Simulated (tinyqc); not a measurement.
Worked calculation (part 1 of 2): UHF in the sto-6g basis, for BH, spin multiplicity 3. Computed by tinyqc, a small Python program that keeps every step (integrals from PySCF). Settings: charge = 0, multiplicity = 3, basis = sto-6g, energy threshold = 1e-10, iteration cap = 89, orthogonalisation = canonical, start = atomic densities, DIIS depth = 0, method = UHF. Command: `OMP_NUM_THREADS=1 python tinyqc.py 31607 31608 out.jsonl` (the two numbers bound the seeds that draw the settings). One thread of a shared host (Intel(R) Xeon(R) Processor @ 2.60GHz), about 0.2 s of CPU time with the checks. Later iterations appear only in the table of the cycle.

## One-electron integrals

Geometry (angstrom):
```
atom         x         y         z
B     0.000000  0.000000  0.000000
H     0.000000  0.000000  1.907000
```

Basis sto-6g: exponents (1/bohr^2) and contraction coefficients of normalised primitives:
```
element  l (shell)    exponent  coefficient
B            s (1)  506.011147     0.009164
B            s (1)   92.776814     0.049362
B            s (1)   25.955658     0.168538
B            s (1)    8.916445     0.370563
B            s (1)    3.462507     0.416492
B            s (1)    1.426054     0.130334
B            s (2)   23.194575    -0.013253
B            s (2)    4.590810    -0.046992
B            s (2)    1.426819    -0.033785
B            s (2)    0.548948     0.250242
B            s (2)    0.238410     0.595117
B            s (2)    0.109280     0.240706
B            p (3)   23.194575     0.003760
B            p (3)    4.590810     0.037679
B            p (3)    1.426819     0.173897
B            p (3)    0.548948     0.418036
B            p (3)    0.238410     0.425859
B            p (3)    0.109280     0.101708
H            s (1)   35.523221     0.009164
H            s (1)    6.513144     0.049361
H            s (1)    1.822143     0.168538
H            s (1)    0.625955     0.370563
H            s (1)    0.243077     0.416492
H            s (1)    0.100112     0.130334
```

Overlap, kinetic and nuclear-attraction integrals over the contracted functions; the nuclear repulsion is the sum of Za Zb / Rab.

nuclear repulsion = 1.38745991 hartree

overlap S, lower triangle:
```
           1B 1s     1B 2s    1B 2px    1B 2py    1B 2pz     2H 1s
1B 1s   1.000000
1B 2s   0.264891  1.000000
1B 2px  0.000000  0.000000  1.000000
1B 2py  0.000000  0.000000  0.000000  1.000000
1B 2pz  0.000000  0.000000  0.000000  0.000000  1.000000
2H 1s   0.013444  0.189174  0.000000  0.000000  0.232813  1.000000
```

kinetic energy T (hartree), lower triangle:
```
            1B 1s      1B 2s    1B 2px    1B 2py    1B 2pz     2H 1s
1B 1s   10.947243
1B 2s   -0.333880   0.374498
1B 2px   0.000000   0.000000  1.125026
1B 2py   0.000000   0.000000  0.000000  1.125026
1B 2pz   0.000000   0.000000  0.000000  0.000000  1.125026
2H 1s   -0.005371  -0.005202  0.000000  0.000000  0.026150  0.768522
```

nuclear attraction V (hartree), lower triangle:
```
             1B 1s      1B 2s     1B 2px     1B 2py     1B 2pz      2H 1s
1B 1s   -23.669213
1B 2s    -2.817694  -4.027129
1B 2px    0.000000   0.000000  -4.013253
1B 2py    0.000000   0.000000   0.000000  -4.013253
1B 2pz   -0.007607  -0.073197   0.000000   0.000000  -4.054374
2H 1s    -0.155991  -0.556373   0.000000   0.000000  -0.645393  -2.626026
```

core Hamiltonian H = T + V (hartree), lower triangle:
```
             1B 1s      1B 2s     1B 2px     1B 2py     1B 2pz      2H 1s
1B 1s   -12.721969
1B 2s    -3.151574  -3.652631
1B 2px    0.000000   0.000000  -2.888227
1B 2py    0.000000   0.000000   0.000000  -2.888227
1B 2pz   -0.007607  -0.073197   0.000000   0.000000  -2.929348
2H 1s    -0.161362  -0.561575   0.000000   0.000000  -0.619244  -1.857504
```

## Two-electron integrals

Functions are numbered as in S; the eight-fold symmetry (ij|kl) = (ji|kl) = (kl|ij) leaves the list below.

Two-electron integrals (ij|kl) in chemists' order, unique and non-zero (hartree):
```
(11|11) 2.924993   (21|11) 0.480756   (21|21) 0.099484   (22|11) 0.743449
(22|21) 0.188967   (22|22) 0.544922   (31|31) 0.021096   (32|31) 0.030854
(32|32) 0.120443   (33|11) 0.743450   (33|21) 0.188967   (33|22) 0.544922
(33|33) 0.587109   (41|41) 0.021096   (42|41) 0.030854   (42|42) 0.120443
(43|43) 0.031641   (44|11) 0.743450   (44|21) 0.188967   (44|22) 0.544922
(44|33) 0.523827   (44|44) 0.587109   (51|51) 0.021096   (52|51) 0.030854
(52|52) 0.120443   (53|53) 0.031641   (54|54) 0.031641   (55|11) 0.743450
(55|21) 0.188967   (55|22) 0.544922   (55|33) 0.523827   (55|44) 0.523827
(55|55) 0.587109   (61|11) 0.024947   (61|21) 0.005019   (61|22) 0.009515
(61|33) 0.009465   (61|44) 0.009465   (61|51) 0.000399   (61|52) 0.000777
(61|55) 0.009615   (61|61) 0.000263   (62|11) 0.088283   (62|21) 0.023003
(62|22) 0.076773   (62|33) 0.074432   (62|44) 0.074432   (62|51) 0.002597
(62|52) 0.017480   (62|55) 0.081456   (62|61) 0.001245   (62|62) 0.018233
(63|31) 0.001931   (63|32) 0.009756   (63|53) 0.002939   (63|63) 0.001532
(64|41) 0.001931   (64|42) 0.009756   (64|54) 0.002939   (64|64) 0.001532
(65|11) 0.095916   (65|21) 0.025251   (65|22) 0.088078   (65|33) 0.083864
(65|44) 0.083864   (65|51) 0.004262   (65|52) 0.027361   (65|55) 0.096505
(65|61) 0.001413   (65|62) 0.024145   (65|65) 0.032902   (66|11) 0.277268
(66|21) 0.073422   (66|22) 0.274825   (66|33) 0.262753   (66|44) 0.262753
(66|51) 0.007533   (66|52) 0.069839   (66|55) 0.298970   (66|61) 0.003982
(66|62) 0.094775   (66|65) 0.134206   (66|66) 0.774999
```

## Orthogonalisation

S = U s U^T; canonical form X = U s^(-1/2), so that X^T S X = 1. Each column of U has its largest component positive (the first on a tie).

eigenvalues of S: 0.644362  0.822999  1.000000  1.000000  1.163813  1.368825

X:
```
                1          2         3          4          5         6
1B 1s   -0.547338   0.616149  0.000000   0.000000  -0.494895  0.391196
1B 2s    0.769354  -0.386265  0.000000   0.000000  -0.326857  0.520940
1B 2px   0.000000   0.000000  0.289490   0.957181   0.000000  0.000000
1B 2py   0.000000   0.000000  0.957181  -0.289490   0.000000  0.000000
1B 2pz   0.445111   0.659446  0.000000   0.000000   0.582612  0.295342
2H 1s   -0.679936  -0.501356  0.000000   0.000000   0.409940  0.467883
```

Within a degenerate level the vectors are fixed only up to a rotation; this is one choice.

## Starting guess

The start is atomic minimal-basis densities projected into this basis (PySCF's MINAO start) and scaled to the electron count of each spin; this density is not idempotent, so its energy is not variational and may lie below the converged one.

D(alpha) at the start, lower triangle:
```
            1B 1s      1B 2s    1B 2px    1B 2py    1B 2pz     2H 1s
1B 1s    1.450591
1B 2s   -0.373675   1.417786
1B 2px   0.000000   0.000000  0.213815
1B 2py   0.000000   0.000000  0.000000  0.213815
1B 2pz   0.004312  -0.014588  0.000000  0.000000  0.203431
2H 1s   -0.018527   0.074544  0.000000  0.000000  0.036696  0.653736
```

D(beta) at the start, lower triangle:
```
            1B 1s      1B 2s    1B 2px    1B 2py    1B 2pz     2H 1s
1B 1s    0.725296
1B 2s   -0.186838   0.708893
1B 2px   0.000000   0.000000  0.106908
1B 2py   0.000000   0.000000  0.000000  0.106908
1B 2pz   0.002156  -0.007294  0.000000  0.000000  0.101715
2H 1s   -0.009263   0.037272  0.000000  0.000000  0.018348  0.326868
```

## Iteration 1: building the Fock matrix

J_ij = sum D_kl (ij|kl) with D = D(alpha) + D(beta), K_ij = sum D_kl (ik|jl) for each spin; F = H + J - K(s); E = tr D H + tr D J / 2 - 0.5 sum_s tr D(s) K(s) + E_nn.

Coulomb J (hartree), lower triangle:
```
           1B 1s     1B 2s    1B 2px    1B 2py    1B 2pz     2H 1s
1B 1s   8.411144
1B 2s   1.594936  3.376350
1B 2px  0.000000  0.000000  3.363855
1B 2py  0.000000  0.000000  0.000000  3.363855
1B 2pz  0.007338  0.070491  0.000000  0.000000  3.401338
2H 1s   0.082190  0.501052  0.000000  0.000000  0.590355  2.157987
```

exchange K(alpha) (hartree), lower triangle:
```
           1B 1s     1B 2s    1B 2px    1B 2py    1B 2pz     2H 1s
1B 1s   4.038063
1B 2s   0.671416  0.875473
1B 2px  0.000000  0.000000  0.319640
1B 2py  0.000000  0.000000  0.000000  0.319640
1B 2pz  0.001679  0.018372  0.000000  0.000000  0.343784
2H 1s   0.038993  0.198158  0.000000  0.000000  0.150217  0.562433
```

exchange K(beta) (hartree), lower triangle:
```
           1B 1s     1B 2s    1B 2px    1B 2py    1B 2pz     2H 1s
1B 1s   2.019032
1B 2s   0.335708  0.437737
1B 2px  0.000000  0.000000  0.159820
1B 2py  0.000000  0.000000  0.000000  0.159820
1B 2pz  0.000839  0.009186  0.000000  0.000000  0.171892
2H 1s   0.019497  0.099079  0.000000  0.000000  0.075109  0.281217
```

F(alpha) (hartree), lower triangle:
```
            1B 1s      1B 2s    1B 2px    1B 2py     1B 2pz      2H 1s
1B 1s   -8.348889
1B 2s   -2.228054  -1.151754
1B 2px   0.000000   0.000000  0.155988
1B 2py   0.000000   0.000000  0.000000  0.155988
1B 2pz  -0.001948  -0.021078  0.000000  0.000000   0.128205
2H 1s   -0.118166  -0.258680  0.000000  0.000000  -0.179106  -0.261950
```

F(beta) (hartree), lower triangle:
```
            1B 1s      1B 2s    1B 2px    1B 2py     1B 2pz     2H 1s
1B 1s   -6.329857
1B 2s   -1.892347  -0.714017
1B 2px   0.000000   0.000000  0.315808
1B 2py   0.000000   0.000000  0.000000  0.315808
1B 2pz  -0.001109  -0.011893  0.000000  0.000000   0.300098
2H 1s   -0.098669  -0.159601  0.000000  0.000000  -0.103997  0.019267
```

total energy of this density = -25.19728089 hartree

This density is the starting one; it is not idempotent, so its energy is not variational and may lie below the converged one.

## Iteration 1: diagonalisation and new density

Diagonalise F' = X^T F X, C = X C', fill 4 alpha and 2 beta electrons from the bottom; D(s) = C_occ C_occ^T. Each column has its largest component positive (the first on a tie).

F' = X^T F X (alpha) (hartree), lower triangle:
```
           1          2         3         4          5          6
1  -1.124522
2   1.741266  -2.190560
3   0.000000   0.000000  0.155988
4   0.000000   0.000000  0.000000  0.155988
5  -1.535270   2.478823  0.000000  0.000000  -2.848326
6   1.440092  -2.003694  0.000000  0.000000   2.561288  -2.770287
```

orbital energies (alpha) (hartree): MO1 -8.348928, MO2 -0.634777, MO3 -0.206000, MO4 0.155988, MO5 0.155988, MO6 0.256010

coefficients C (alpha):
```
             MO1        MO2        MO3        MO4       MO5        MO6
1B 1s   0.999402  -0.254763   0.110460   0.000000  0.000000  -0.035547
1B 2s   0.002230   0.939263  -0.459553   0.000000  0.000000   0.160973
1B 2px  0.000000   0.000000   0.000000   0.988616  0.150463   0.000000
1B 2py  0.000000   0.000000   0.000000  -0.150463  0.988616   0.000000
1B 2pz  0.000166   0.036683   0.307540   0.000000  0.000000   0.981698
2H 1s   0.000331   0.277334   0.855940   0.000000  0.000000  -0.539526
```

F' = X^T F X (beta) (hartree), lower triangle:
```
           1          2         3         4          5          6
1  -0.507956
2   1.244268  -1.400437
3   0.000000   0.000000  0.315808
4   0.000000   0.000000  0.000000  0.315808
5  -1.158278   1.927892  0.000000  0.000000  -2.095410
6   1.116853  -1.608037  0.000000  0.000000   2.086065  -2.049917
```

orbital energies (beta) (hartree): MO1 -6.338076, MO2 -0.202966, MO3 0.065078, MO4 0.315808, MO5 0.315808, MO6 0.422244

coefficients C (beta):
```
              MO1        MO2        MO3        MO4       MO5        MO6
1B 1s    0.989235  -0.269474   0.152361   0.000000  0.000000  -0.052516
1B 2s    0.038364   0.878198  -0.551089   0.000000  0.000000   0.207168
1B 2px   0.000000   0.000000   0.000000   0.995774  0.091840   0.000000
1B 2py   0.000000   0.000000   0.000000  -0.091840  0.995774   0.000000
1B 2pz   0.001148   0.062881   0.368083   0.000000  0.000000   0.959279
2H 1s   -0.004426   0.378688   0.779632   0.000000  0.000000  -0.591089
```

D(alpha) after iteration 1, lower triangle:
```
            1B 1s      1B 2s     1B 2px    1B 2py    1B 2pz     2H 1s
1B 1s    1.075910
1B 2s   -0.287823   1.093408
1B 2px   0.000000   0.000000   0.977361
1B 2py   0.000000   0.000000  -0.148750  0.022639
1B 2pz   0.024792  -0.106876   0.000000  0.000000  0.095926
2H 1s    0.024223  -0.132859   0.000000  0.000000  0.273409  0.809548
```

D(beta) after iteration 1, lower triangle:
```
            1B 1s     1B 2s    1B 2px    1B 2py    1B 2pz     2H 1s
1B 1s    1.051202
1B 2s   -0.198701  0.772703
1B 2px   0.000000  0.000000  0.000000
1B 2py   0.000000  0.000000  0.000000  0.000000
1B 2pz  -0.015809  0.055266  0.000000  0.000000  0.003955
2H 1s   -0.106425  0.332393  0.000000  0.000000  0.023807  0.143424
```

Within a degenerate level the vectors are fixed only up to a rotation; this is one choice.

## Iteration 2: building the Fock matrix

As before.

Coulomb J (hartree), lower triangle:
```
           1B 1s     1B 2s     1B 2px    1B 2py    1B 2pz     2H 1s
1B 1s   8.311432
1B 2s   1.579627  3.357093
1B 2px  0.000000  0.000000   3.380804
1B 2py  0.000000  0.000000  -0.009413  3.320388
1B 2pz  0.007878  0.077789   0.000000  0.000000  3.370082
2H 1s   0.081376  0.501226   0.000000  0.000000  0.591428  2.172228
```

exchange K(alpha) (hartree), lower triangle:
```
            1B 1s      1B 2s     1B 2px    1B 2py    1B 2pz     2H 1s
1B 1s    3.002489
1B 2s    0.514937   0.731111
1B 2px   0.000000   0.000000   0.714547
1B 2py   0.000000   0.000000  -0.082626  0.184229
1B 2pz  -0.000726  -0.029714   0.000000  0.000000  0.296932
2H 1s    0.029361   0.147024   0.000000  0.000000  0.206595  0.694893
```

exchange K(beta) (hartree), lower triangle:
```
            1B 1s     1B 2s    1B 2px    1B 2py    1B 2pz     2H 1s
1B 1s    2.958745
1B 2s    0.485155  0.500611
1B 2px   0.000000  0.000000  0.109541
1B 2py   0.000000  0.000000  0.000000  0.109541
1B 2pz  -0.001004  0.071474  0.000000  0.000000  0.131899
2H 1s    0.021559  0.168963  0.000000  0.000000  0.076870  0.196326
```

F(alpha) (hartree), lower triangle:
```
            1B 1s      1B 2s     1B 2px    1B 2py     1B 2pz      2H 1s
1B 1s   -7.413026
1B 2s   -2.086885  -1.026650
1B 2px   0.000000   0.000000  -0.221970
1B 2py   0.000000   0.000000   0.073213  0.247931
1B 2pz   0.000997   0.034306   0.000000  0.000000   0.143803
2H 1s   -0.109347  -0.207373   0.000000  0.000000  -0.234411  -0.380169
```

F(beta) (hartree), lower triangle:
```
            1B 1s      1B 2s     1B 2px    1B 2py     1B 2pz     2H 1s
1B 1s   -7.369283
1B 2s   -2.057103  -0.796150
1B 2px   0.000000   0.000000   0.383036
1B 2py   0.000000   0.000000  -0.009413  0.322620
1B 2pz   0.001274  -0.066882   0.000000  0.000000   0.308836
2H 1s   -0.101545  -0.229312   0.000000  0.000000  -0.104685  0.118398
```

total energy of this density = -24.86201346 hartree

## Iteration 2: diagonalisation and new density

As before.

F' = X^T F X (alpha) (hartree), lower triangle:
```
           1          2          3          4          5          6
1  -0.917704
2   1.497392  -1.881561
3   0.000000   0.000000   0.249125
4   0.000000   0.000000  -0.069265  -0.223164
5  -1.249157   2.219689   0.000000   0.000000  -2.641186
6   1.352488  -1.765274   0.000000   0.000000   2.276780  -2.529422
```

orbital energies (alpha) (hartree): MO1 -7.415405, MO2 -0.521580, MO3 -0.342746, MO4 -0.233112, MO5 0.259074, MO6 0.309857

coefficients C (alpha):
```
              MO1        MO2        MO3        MO4       MO5        MO6
1B 1s    0.994701  -0.236077   0.171346   0.000000  0.000000  -0.051491
1B 2s    0.019459   0.809466  -0.647600   0.000000  0.000000   0.210526
1B 2px   0.000000   0.000000   0.000000   0.988616  0.150463   0.000000
1B 2py   0.000000   0.000000   0.000000  -0.150463  0.988616   0.000000
1B 2pz   0.000171   0.040801   0.292586   0.000000  0.000000   0.986096
2H 1s   -0.001978   0.484000   0.778137   0.000000  0.000000  -0.510764
```

F' = X^T F X (beta) (hartree), lower triangle:
```
           1          2         3         4          5          6
1  -0.649257
2   1.533446  -1.694975
3   0.000000   0.000000  0.322466
4   0.000000   0.000000  0.008906  0.383190
5  -1.466875   2.241637  0.000000  0.000000  -2.353351
6   1.249375  -1.872727  0.000000  0.000000   2.369864  -2.327556
```

orbital energies (beta) (hartree): MO1 -7.370984, MO2 -0.302910, MO3 0.180338, MO4 0.321187, MO5 0.384469, MO6 0.468417

coefficients C (beta):
```
              MO1        MO2        MO3       MO4        MO5        MO6
1B 1s    0.995608  -0.257273   0.129832  0.000000   0.000000  -0.053786
1B 2s    0.016251   0.903976  -0.499008  0.000000   0.000000   0.229943
1B 2px   0.000000   0.000000   0.000000  0.150463   0.988616   0.000000
1B 2py   0.000000   0.000000   0.000000  0.988616  -0.150463   0.000000
1B 2pz   0.000459   0.117185   0.516532  0.000000   0.000000   0.882677
2H 1s   -0.002301   0.319051   0.681210  0.000000   0.000000  -0.731294
```

D(alpha) after iteration 2, lower triangle:
```
            1B 1s      1B 2s     1B 2px    1B 2py    1B 2pz     2H 1s
1B 1s    1.074523
1B 2s   -0.282704   1.074999
1B 2px   0.000000   0.000000   0.977361
1B 2py   0.000000   0.000000  -0.148750  0.022639
1B 2pz   0.040671  -0.156448   0.000000  0.000000  0.087271
2H 1s    0.017102  -0.112179   0.000000  0.000000  0.247419  0.839757
```

D(beta) after iteration 2, lower triangle:
```
            1B 1s     1B 2s    1B 2px    1B 2py    1B 2pz     2H 1s
1B 1s    1.057425
1B 2s   -0.216390  0.817437
1B 2px   0.000000  0.000000  0.000000
1B 2py   0.000000  0.000000  0.000000  0.000000
1B 2pz  -0.029691  0.105940  0.000000  0.000000  0.013733
2H 1s   -0.084374  0.288377  0.000000  0.000000  0.037387  0.101799
```

## Iteration 3: building the Fock matrix

As before.

Coulomb J (hartree), lower triangle:
```
           1B 1s     1B 2s     1B 2px    1B 2py    1B 2pz     2H 1s
1B 1s   8.324971
1B 2s   1.582248  3.362270
1B 2px  0.000000  0.000000   3.386308
1B 2py  0.000000  0.000000  -0.009413  3.325892
1B 2pz  0.007729  0.075909   0.000000  0.000000  3.374607
2H 1s   0.081504  0.500741   0.000000  0.000000  0.590328  2.162993
```

exchange K(alpha) (hartree), lower triangle:
```
           1B 1s      1B 2s     1B 2px    1B 2py    1B 2pz     2H 1s
1B 1s   3.001176
1B 2s   0.514797   0.724323
1B 2px  0.000000   0.000000   0.712612
1B 2py  0.000000   0.000000  -0.082626  0.182294
1B 2pz  0.000052  -0.059321   0.000000  0.000000  0.286968
2H 1s   0.028948   0.146663   0.000000  0.000000  0.197590  0.712235
```

exchange K(beta) (hartree), lower triangle:
```
           1B 1s     1B 2s    1B 2px    1B 2py    1B 2pz     2H 1s
1B 1s   2.965253
1B 2s   0.482611  0.514071
1B 2px  0.000000  0.000000  0.113520
1B 2py  0.000000  0.000000  0.000000  0.113520
1B 2pz  0.000629  0.098579  0.000000  0.000000  0.141098
2H 1s   0.023998  0.163187  0.000000  0.000000  0.078840  0.163046
```

F(alpha) (hartree), lower triangle:
```
            1B 1s      1B 2s     1B 2px    1B 2py     1B 2pz      2H 1s
1B 1s   -7.398175
1B 2s   -2.084123  -1.014684
1B 2px   0.000000   0.000000  -0.214531
1B 2py   0.000000   0.000000   0.073213  0.255371
1B 2pz   0.000070   0.062032   0.000000  0.000000   0.158291
2H 1s   -0.108806  -0.207497   0.000000  0.000000  -0.226506  -0.406746
```

F(beta) (hartree), lower triangle:
```
            1B 1s      1B 2s     1B 2px    1B 2py     1B 2pz     2H 1s
1B 1s   -7.362251
1B 2s   -2.051937  -0.804432
1B 2px   0.000000   0.000000   0.384561
1B 2py   0.000000   0.000000  -0.009413  0.324145
1B 2pz  -0.000508  -0.095867   0.000000  0.000000   0.304161
2H 1s   -0.103855  -0.224021   0.000000  0.000000  -0.107756  0.142444
```

total energy of this density = -24.87439262 hartree
